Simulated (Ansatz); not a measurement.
**A relaxation, step by step**

CH₄NNa, closed shell, PBE0-D4/cc-pVDZ (Ansatz 0.2.0). Settings:

```yaml
hamiltonian: {xc: pbe0, dispersion: d4}
relax: {f_tol: 0.01, max_steps: 80, max_displacement: 0.5}
```

Start:

| atom | x (Å) | y (Å) | z (Å) |
| --- | --- | --- | --- |
| C1 | -0.3922 | 0.4352 | -0.4394 |
| N2 | 0.6601 | -0.2346 | 0.4603 |
| Na3 | 0.5742 | -1.7705 | 1.5829 |
| H4 | -0.3533 | -0.0263 | -1.3193 |
| H5 | -1.4644 | 0.1168 | 0.0291 |
| H6 | -0.2893 | 1.4535 | -0.5583 |
| H7 | 1.3763 | 0.2485 | 0.0898 |

```json
{"step": "1", "energy less the last (meV)": "1208.0", "largest force component (eV/Å)": "6.584"}
{"step": "2", "energy less the last (meV)": "216.5", "largest force component (eV/Å)": "2.038"}
{"step": "3", "energy less the last (meV)": "32.1", "largest force component (eV/Å)": "0.556"}
{"step": "4", "energy less the last (meV)": "8.2", "largest force component (eV/Å)": "0.255"}
{"step": "5", "energy less the last (meV)": "2.8", "largest force component (eV/Å)": "0.090"}
{"step": "6", "energy less the last (meV)": "1.0", "largest force component (eV/Å)": "0.068"}
{"step": "7", "energy less the last (meV)": "0.2", "largest force component (eV/Å)": "0.015"}
{"step": "8", "energy less the last (meV)": "0.0", "largest force component (eV/Å)": "0.017"}
{"step": "9", "energy less the last (meV)": "0.0", "largest force component (eV/Å)": "0.009"}
```

Step 2, positions (Å) and forces (eV/Å):

```
atom       x       y       z      Fx      Fy      Fz
  C1  -0.411   0.384  -0.423   0.128  -1.480   2.038
  N2   0.674  -0.240   0.421  -1.620   1.423  -1.314
 Na3   0.556  -1.778   1.666  -0.018  -0.807   0.696
  H4  -0.403  -0.028  -1.422  -0.100  -0.035  -1.118
  H5  -1.449   0.150  -0.020   0.795   0.172  -0.164
  H6  -0.334   1.468  -0.460  -0.043   0.663  -0.166
  H7   1.478   0.267   0.083   0.859   0.065   0.029
```

Step 4, positions (Å) and forces (eV/Å):

```json
{"atom": "C1", "x": "-0.401", "y": "0.373", "z": "-0.412", "Fx": "0.095", "Fy": "0.055", "Fz": "-0.210"}
{"atom": "N2", "x": "0.650", "y": "-0.218", "z": "0.377", "Fx": "0.216", "Fy": "0.142", "Fz": "-0.073"}
{"atom": "Na3", "x": "0.537", "y": "-1.756", "z": "1.786", "Fx": "0.040", "Fy": "0.020", "Fz": "-0.004"}
{"atom": "H4", "x": "-0.403", "y": "0.088", "z": "-1.499", "Fx": "-0.025", "Fy": "0.059", "Fz": "0.110"}
{"atom": "H5", "x": "-1.397", "y": "0.069", "z": "-0.034", "Fx": "-0.043", "Fy": "-0.027", "Fz": "0.028"}
{"atom": "H6", "x": "-0.416", "y": "1.492", "z": "-0.407", "Fx": "-0.029", "Fy": "-0.058", "Fz": "0.012"}
{"atom": "H7", "x": "1.540", "y": "0.174", "z": "0.036", "Fx": "-0.255", "Fy": "-0.191", "Fz": "0.136"}
```

Step 7, positions (Å) and forces (eV/Å):

```json
{"atom": "C1", "x": "-0.408", "y": "0.383", "z": "-0.425", "Fx": "0.003", "Fy": "0.000", "Fz": "0.001"}
{"atom": "N2", "x": "0.618", "y": "-0.251", "z": "0.363", "Fx": "-0.012", "Fy": "-0.015", "Fz": "0.011"}
{"atom": "Na3", "x": "0.602", "y": "-1.713", "z": "1.851", "Fx": "0.001", "Fy": "0.010", "Fz": "-0.006"}
{"atom": "H4", "x": "-0.378", "y": "0.159", "z": "-1.519", "Fx": "-0.001", "Fy": "0.001", "Fz": "-0.005"}
{"atom": "H5", "x": "-1.412", "y": "0.054", "z": "-0.090", "Fx": "-0.001", "Fy": "-0.001", "Fz": "-0.001"}
{"atom": "H6", "x": "-0.432", "y": "1.499", "z": "-0.358", "Fx": "-0.001", "Fy": "0.002", "Fz": "0.003"}
{"atom": "H7", "x": "1.521", "y": "0.092", "z": "0.023", "Fx": "0.012", "Fy": "0.003", "Fz": "-0.004"}
```

Last step (9):

```xyz
7
angstrom
C -0.4084 0.3826 -0.4267
N 0.6163 -0.2728 0.3454
Na 0.6068 -1.6884 1.8756
H -0.3742 0.1859 -1.5265
H -1.4129 0.0420 -0.1047
H -0.4357 1.4960 -0.3316
H 1.5196 0.0772 0.0137
```

Hardware: 2 CPU threads of an Arm Neoverse V1, shared host. Wall time about 14 s.
